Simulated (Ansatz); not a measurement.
Tetradymite Bi2Te3 was calculated with r²SCAN (plane waves, PAW; Ansatz, a quantum-chemistry and plane-wave program).

Settings: plane-wave cutoff 500 eV, 10×10×10 k mesh, Fermi–Dirac smearing 0.05 eV, scalar-relativistic PAW data made under PBE.

Cell (relaxed at this level):

Space group R-3m, hexagonal axes (No. 166); a = b = 4.4187 Å, c = 32.3058 Å, α = β = 90.00°, γ = 120.00°

| atom | site | symmetry | x | y | z |
|---|---|---|---|---|---|
| Bi | 6c | 3m | 0.0000 | 0.0000 | 0.3969 |
| Te | 3a | -3m | 0.0000 | 0.0000 | 0.0000 |
| Te | 6c | 3m | 0.0000 | 0.0000 | 0.2170 |
(The calculation used a cell of 5 atoms; values per cell refer to that cell.)

**Question.** Estimate the band gap that the calculation returns.

**Answer.** 
band gap: 0.87 eV (on the SCF k mesh)

Note: the cell comes from a level without a dispersion term, which matters for the spacing of layers, chains or molecules.

Spin–orbit coupling is not included; with these elements it can move the gap by several tenths of an eV or more.

Computed values are for the static lattice.
